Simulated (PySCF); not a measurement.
Bonds broken one at a time in the series Ge F-H. All species are isolated molecules in the gas phase. Strings in code marks are SMILES.

All values below come from PySCF with B3LYP-D3(BJ)/def2-TZVP. B3LYP has the VWN-RPA correlation part, as in Gaussian. 

| species | dipole moment (D) |
|---|---|
| whole molecule (`[F][Ge]([F])([F])[F]`) | 0.00 |
| radical fragment (`[F]`) | [?] |
| radical fragment (`[F][GeH][F]`) | 2.56 |
| whole molecule (`[F][GeH2][F]`) | 2.66 |
| radical fragment (`[GeH2][F]`) | 2.09 |
| whole molecule (`[F][GeH3]`) | [?] |
| radical fragment (`[GeH3]`) | 0.11 |
| whole molecule (`[GeH4]`) | 0.00 |

### Question
Some entries are withheld; supply them.

### Answer

- radical fragment (`[F]`), dipole moment (D): 0.00
- whole molecule (`[F][GeH3]`), dipole moment (D): 2.19
